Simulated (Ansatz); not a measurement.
Z-matrix (Å, degrees):
```
C
C 1 1.525
H 1 1.092 2 110.9
H 1 1.093 2 111.1 3 -120.4
H 1 1.093 2 111.1 3 119.6
C 2 1.492 1 112.6 3 -61.6
H 2 1.097 1 109.0 3 177.0
H 2 1.092 1 109.8 3 60.9
C 6 1.322 2 124.9 1 118.8
H 6 1.084 2 119.3 1 -61.2
O 9 1.339 6 125.9 2 175.8
F 9 1.342 6 122.6 2 -2.1
H 11 0.963 9 108.9 6 156.6
```

Charge 0, multiplicity 1.

(1) List the PBE0/def2-TZVPP orbital energies in eV (the Gaussian-basis code of Ansatz). (An estimate is asked.)

## Answers

(1) Computed: Occupied: -674.68, -523.92, -281.71, -278.20, -277.89, -277.79, -34.85, -30.17, -22.53, -20.59, -17.89, -16.64, -16.12, -14.35, -13.90, -12.57, -12.37, -11.48, -11.24, -10.86, -10.44, -9.87, -9.53, -6.55. Lowest empty: 1.01, 1.23, 1.60, 2.62, 2.65, 3.11, 3.64, 3.76.
